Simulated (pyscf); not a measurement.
ethyl (•H₂C–CH₃) + silanol (HO–SiH₃) -> H₃C–CH₂–O–SiH₃ + H atom (H•), a substitution at O (doublet surface; H–O broken, C–O formed). PySCF, gas phase, ωB97X-D3(BJ)/def2-SVP geometries. Energies in kcal/mol from the separated reactants.

Small-basis levels: PySCF, no dispersion term, spherical d functions. AM1 to PM7: differences of heats of formation from MOPAC. Open shells are spin-unrestricted. 

| level | barrier | reaction energy |
|---|---|---|
| HF/STO-3G | [?] | +19.8 |
| HF/6-31G* | 74.8 | +21.9 |
| MP2/6-31G* | 50.2 | +10.1 |
| BP86/6-31G* | 36.4 | +21.2 |
| PBE/6-31G* | 34.4 | +16.5 |
| B3LYP/3-21G | 29.7 | +18.3 |
| B3LYP/LANL2DZ | 42.2 | +29.0 |
| M06-2X/6-31G* | 44.3 | +14.9 |
| B3LYP/6-311+G** | 47.2 | +29.5 |
| B3LYP/def2-SVP | 46.8 | +23.6 |
| PM3 | 43.5 | +33.0 |
| PM6 | 29.0 | +31.0 |
| ωB97M-D3(BJ)/def2-TZVP | [?] | +23.8 |

### Question
Fill in the missing entries.

### Answer

- HF/STO-3G, barrier: 57.2
- ωB97M-D3(BJ)/def2-TZVP, barrier: 49.2

Against the last row the barrier runs from -20.2 (PM6) to +25.6 kcal/mol (HF/6-31G*). At PM6 this geometry lies under one side, so the entry may be no barrier of that level: it is a single point on another level's saddle. ωB97M-D3(BJ)/def2-TZVP has limits of its own. H₃C–CH₂–O–SiH₃ lies 18.1 kcal/mol over its isomer H₃C–CH₂–SiH₂–OH (electronic energy, ωB97M-D3(BJ)). This is the saddle that the search found; another between the same sides may lie lower. The angle at the attacked O is 146°.
